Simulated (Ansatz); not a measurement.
`C1=CC2C3C1C23`, 12 atoms. Total charge 0; spin multiplicity 1. All runs use 4 threads of an Arm Neoverse V2 on a shared host. Correlated methods freeze the cores.

Q: How many basis functions does each run have, and how long does it take in Ansatz? RKS PBE-D4/def2-TZVPP energy and forces; RKS PBE0-D4/def2-QZVPP energy; RKS PBE0-D4/def2-TZVP relaxation (8 steps); RKS B2PLYP (frozen core)/def2-TZVPP energy; RHF-MP2/def2-QZVPP energy; RKS BLYP-D4/def2-TZVPP energy; RKS ωB97M-V/def2-QZVPP energy; RKS PBE0-D4/def2-TZVP frequencies; RKS CAM-B3LYP-D4/def2-TZVPP energy; RKS ωB97M-V/def2-SVP energy; direct RPA on PBE orbitals/def2-TZVPP energy; RHF-CCSD(T)/def2-TZVPP energy. (An estimate is asked.)

A: The calculation gave: Other jobs shared the machine, so times are rough.

| level | job | functions | wall time | peak host memory (GiB) |
| --- | --- | --- | --- | --- |
| RKS BLYP-D4/def2-TZVPP | energy | 270 | 2.1 s | 0.35 |
| RKS PBE-D4/def2-TZVPP | energy and forces | 270 | 2.4 s | 0.35 |
| RKS CAM-B3LYP-D4/def2-TZVPP | energy | 270 | 3 s | 0.75 |
| RKS ωB97M-V/def2-SVP | energy | 114 | 3.6 s | 0.33 |
| RKS B2PLYP (frozen core)/def2-TZVPP | energy | 270 | 5.5 s | 0.81 |
| direct RPA on PBE orbitals/def2-TZVPP | energy | 270 | 6 s | 0.79 |
| RKS PBE0-D4/def2-QZVPP | energy | 522 | 9 s | 1.8 |
| RKS ωB97M-V/def2-QZVPP | energy | 522 | 16 s | 2.3 |
| RKS PBE0-D4/def2-TZVP | relaxation (8 steps) | 222 | 26 s | 0.61 |
| RHF-MP2/def2-QZVPP | energy | 522 | 27 s | 4.2 |
| RHF-CCSD(T)/def2-TZVPP | energy | 270 | 2.8 min | 7.5 |
| RKS PBE0-D4/def2-TZVP | frequencies | 222 | 2.9 min | 0.61 |
